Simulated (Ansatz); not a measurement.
O2 (charge -1), a composite energy at a relaxed geometry

Computed with Ansatz 0.2.0 through its Python package.

Notebook, run cell by cell (the value of a cell's last expression is shown):

**Cell 1**
```python
import itertools

import ansatz as az
from ase.data import atomic_numbers, covalent_radii
import numpy as np
```

**Cell 2**
```python
SETTINGS = {
    "basis": "def2-SVP",
    "xc": "r2scan",
    "charge": -1,
}
```

**Cell 3**
```python
molecule = (
    az.Crystal.molecule()
    .atom("O", [0.0, 0.0, 0.0])
    .atom("O", [0.0, 0.0, 1.3])
)
```

**Cell 4**
```python
base = (
    molecule.calculation()
    .basis(gaussian=SETTINGS["basis"])
    .functional(SETTINGS["xc"])
    .charge(SETTINGS["charge"])
    .spin("collinear", total=1)
)
symbols = [site.symbol for site in molecule.cartesian_sites]
start = np.array([site.position_ang for site in molecule.cartesian_sites], dtype=float)
data = base.relax(force_tolerance=0.01).run(threads=1).report
end = np.array(data["positions_ang"])
# pairs closer than 1.2 times the sum of covalent radii, before or after
radius = [covalent_radii[atomic_numbers[s]] for s in symbols]
span = lambda where, i, j: np.linalg.norm(where[i] - where[j])
bonded = [(i, j) for i, j in itertools.combinations(range(len(symbols)), 2) if min(span(start, i, j), span(end, i, j)) < 1.2 * (radius[i] + radius[j])]
print("pair        before    after (A)")
for i, j in bonded:
    print(f"{symbols[i]}{i}-{symbols[j]}{j}".ljust(10), f"{span(start, i, j):8.4f} {span(end, i, j):8.4f}")
```
Output:
```text
pair        before    after (A)
O0-O1        1.3000   1.3429
```

**Cell 5**
```python
minimum = az.Crystal.molecule()
for symbol, place in zip(symbols, end):
    minimum = minimum.atom(symbol, place.tolist())
at_minimum = minimum.calculation().charge(SETTINGS["charge"]).spin("collinear", total=1)
# MP2 extrapolated to the basis limit, plus the small-basis difference CCSD(T) - MP2
level = lambda method, basis: at_minimum.basis(gaussian=basis).correlation(method).run(threads=1).report
small, large, cluster = level("mp2", "cc-pVDZ"), level("mp2", "cc-pVTZ"), level("ccsd_t", "cc-pVDZ")
corr = lambda each: (each["free_energy_ev"] - each["reference_energy_ev"]) / 27.211386246
mp2_limit = (27 * corr(large) - 8 * corr(small)) / 19
pieces = {"HF / cc-pVTZ": large["reference_energy_ev"] / 27.211386246, "MP2 correlation, DZ-TZ limit": mp2_limit, "CCSD(T) - MP2 / cc-pVDZ": corr(cluster) - corr(small)}
for name, value in pieces.items():
    print(f"{name:32s} {value:14.6f} Ha")
print(f"{'sum':32s} {sum(pieces.values()):14.6f} Ha")
print("T1 diagnostic", round(cluster["correlation"]["coupled_cluster"]["t1_diagnostic"], 4))
```
Output:
```text
HF / cc-pVTZ                        -149.628755 Ha
MP2 correlation, DZ-TZ limit          -0.513249 Ha
CCSD(T) - MP2 / cc-pVDZ               -0.014361 Ha
sum                                 -150.156365 Ha
T1 diagnostic 0.0112
```

Caveats:
- Total energies depend on the basis set; only differences at equal settings carry meaning.
- The sum leaves out core correlation, relativity, the Hartree-Fock basis error and zero-point energy; a DZ-TZ extrapolation is rough.
- The species is open-shell (spin multiplicity 2).
- Inner cores stay frozen, so this is valence correlation.
- The spin state was assumed, and another may lie lower.
- An extrapolation from small basis sets is rough.
- Anions want diffuse functions, which this basis lacks.
- Wall time of the script: 5 s on 1 thread of Arm Neoverse V2, on a shared host, peak memory 0.17 GiB.

(A comment or docstring line of the script was reworded after the run, the code is as it ran.)
